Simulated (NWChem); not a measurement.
The numbers come from NWChem runs, not from measurements. System: isobutene (C₄H₈), charge 0, spin multiplicity 1, at a geometry optimised with PBE/def2-SVP. Level: CR-CCSD(T)/cc-pVDZ, 4 core orbitals frozen.

NWChem printed:

```
             Northwest Computational Chemistry Package (NWChem) 7.3.0
             --------------------------------------------------------

                                NWChem Input Module
                                -------------------

 Scaling coordinates for geometry "geometry" by  1.889725989
 (inverse scale =  0.529177249)

 Turning off AUTOSYM since
 SYMMETRY directive was detected!

                             Geometry "geometry" -> ""
                             -------------------------

 Output coordinates in angstroms (scale by  1.889725989 to convert to a.u.)

  No.       Tag          Charge          X              Y              Z
 ---- ---------------- ---------- -------------- -------------- --------------
    1 C                    6.0000    -1.27711200     0.00000000    -0.68117800
    2 C                    6.0000     0.00000000     0.00000000     0.12080700
    3 C                    6.0000     1.27711200     0.00000000    -0.68117800
    4 C                    6.0000     0.00000000     0.00000000     1.47021400
    5 H                    1.0000    -1.32988500    -0.88861600    -1.34792200
    6 H                    1.0000    -1.32988500     0.88861600    -1.34792200
    7 H                    1.0000    -2.17621200     0.00000000    -0.03502600
    8 H                    1.0000     1.32988500    -0.88861600    -1.34792200
    9 H                    1.0000     2.17621200     0.00000000    -0.03502600
   10 H                    1.0000     1.32988500     0.88861600    -1.34792200
   11 H                    1.0000     0.94011000     0.00000000     2.04487500
   12 H                    1.0000    -0.94011000     0.00000000     2.04487500

 Effective nuclear repulsion energy (a.u.)     118.7207897954

            Nuclear Dipole moment (a.u.)
            ----------------------------
        X                 Y               Z
 ---------------- ---------------- ----------------
     0.0000000000     0.0000000000     0.0000000000

      Symmetry information
      --------------------

 Group name             C2v
 Group number             16
 Group order               4
 No. of unique centers     6

      Symmetry unique atoms

     1    2    4    5    7   11


 Summary of "ao basis" -> "" (spherical)
 ------------------------------------------------------------------------------
       Tag                 Description            Shells   Functions and Types
 ---------------- ------------------------------  ------  ---------------------
[...]
     2   2 0 0    -19.309444      0.000000    135.293229
     2   1 1 0     -0.000000      0.000000      0.000000
     2   1 0 1     -0.000000      0.000000     -0.000000
     2   0 2 0    -21.275973      0.000000     11.279398
     2   0 1 1     -0.000000      0.000000      0.000000
     2   0 0 2    -19.587555      0.000000    122.336946

                   NWChem Extensible Many-Electron Theory Module
                   ---------------------------------------------


            General Information
            -------------------
      Number of processors :     1
         Wavefunction type : Restricted Hartree-Fock
          No. of electrons :    32
           Alpha electrons :    16
            Beta electrons :    16
           No. of orbitals :   192
            Alpha orbitals :    96
             Beta orbitals :    96
        Alpha frozen cores :     4
         Beta frozen cores :     4
     Alpha frozen virtuals :     0
      Beta frozen virtuals :     0
         Spin multiplicity : singlet
    Number of AO functions :    96
       Number of AO shells :    48
        Use of symmetry is : on
      Symmetry adaption is : on
         Schwarz screening : 0.10D-09

          Correlation Information
          -----------------------
          Calculation type : Coupled-cluster singles & doubles w/ perturbation
   Perturbative correction : Completely renormalized (T)
            Max iterations :      100
        Residual threshold : 0.10D-05
     T(0) DIIS level shift : 0.00D+00
     L(0) DIIS level shift : 0.00D+00
     T(1) DIIS level shift : 0.00D+00
     L(1) DIIS level shift : 0.00D+00
     T(R) DIIS level shift : 0.00D+00
     T(I) DIIS level shift : 0.00D+00
   CC-T/L Amplitude update :  5-th order DIIS
                I/O scheme : Global Array Library
        L-threshold :  0.10D-05
        EOM-threshold :  0.10D-05
 no EOMCCSD initial starts read in
 TCE RESTART OPTIONS
 SLICE:      F
 D4D5:       F
 quantumc:   F
 qrotation:  F
 pwtce:      F
 qducc:      F
 nacto:                         0
 nrotv:                         0
 nrot:                          0

            Memory Information
            ------------------
          Available GA space size is     249027584 doubles
          Available MA space size is     104852508 doubles

 Maximum block size supplied by input
 Maximum block size        24 doubles

 tile_dim =     24

 -------------------------------------------------

 Global array virtual files algorithm will be used

 Parallel file system coherency ......... OK

 4-electron integrals stored in orbital form

 v2    file size   =          3989226
 4-index algorithm nr.  13 is used
 imaxsize =       30
 imaxsize ichop =        0


CCSD iterations
 ---------------------------------------------------------
 Iter          Residuum       Correlation     Cpu    Wall
 ---------------------------------------------------------
    1   0.1923994286318  -0.5647226519071     0.8     0.8
    2   0.0559282120217  -0.6021225431100     0.8     0.8
    3   0.0217188907601  -0.6140788774971     0.8     0.8
    4   0.0097540552238  -0.6171362011599     0.8     0.8
    5   0.0047449548722  -0.6183873333771     0.7     0.7
    6   0.0010060006045  -0.6191972171333     0.8     0.8
    7   0.0004076593586  -0.6192943848179     0.7     0.7
    8   0.0002057702967  -0.6192931938608     0.7     0.7
    9   0.0001084525264  -0.6192958892519     0.8     0.8
   10   0.0000599328862  -0.6192981864155     0.8     0.8
   11   0.0000103964965  -0.6193000808530     0.8     0.8
   12   0.0000037936463  -0.6193015697705     0.8     0.8
   13   0.0000018646829  -0.6193019342086     0.8     0.8
   14   0.0000009499234  -0.6193020695885     0.9     0.9
 -----------------------------------------------------------------
 Iterations converged
 CCSD correlation energy / hartree =        -0.619302069588536
 CCSD total energy / hartree       =      -156.741011779006357

 Singles contributions

 Doubles contributions
    17b2  (alpha)    17b2  (beta ) ---    16b2  (alpha)    16b2  (beta )       -0.1104075703
 CR-CCSD(T)

 CR-CCSD[T]  correction energy / hartree =        -0.015062677636241
 CR-CCSD[T] correlation energy / hartree =        -0.634364747224776
 CR-CCSD[T] total energy / hartree       =      -156.756074456642608
 CR-CCSD(T)  correction energy / hartree =        -0.014692438499069
 CR-CCSD(T) correlation energy / hartree =        -0.633994508087605
 CR-CCSD(T) total energy / hartree       =      -156.755704217505439

 Task  times  cpu:       59.0s     wall:       59.0s

 Total times  cpu:       59.0s     wall:       59.0s
```

Write an NWChem input that would produce this output.

This is not unique; one that fits is 
```
start mol
memory heap 100 mb stack 700 mb global 1900 mb
geometry units angstroms nocenter noautoz
  C     -1.277112     0.000000    -0.681178
  C      0.000000     0.000000     0.120807
  C      1.277112     0.000000    -0.681178
  C      0.000000     0.000000     1.470214
  H     -1.329885    -0.888616    -1.347922
  H     -1.329885     0.888616    -1.347922
  H     -2.176212     0.000000    -0.035026
  H      1.329885    -0.888616    -1.347922
  H      2.176212     0.000000    -0.035026
  H      1.329885     0.888616    -1.347922
  H      0.940110     0.000000     2.044875
  H     -0.940110     0.000000     2.044875
  symmetry group C2v
end
basis spherical
  * library cc-pvdz
end
scf
  rhf
  nopen 0
  maxiter 100
  thresh 1e-7
  semidirect memsize 60000000 filesize 0
end
tce
  freeze core 4
  cr-ccsd(t)
  2eorb
  2emet 13
  thresh 1e-6
  maxiter 100
  tilesize 24
end
task tce energy
```
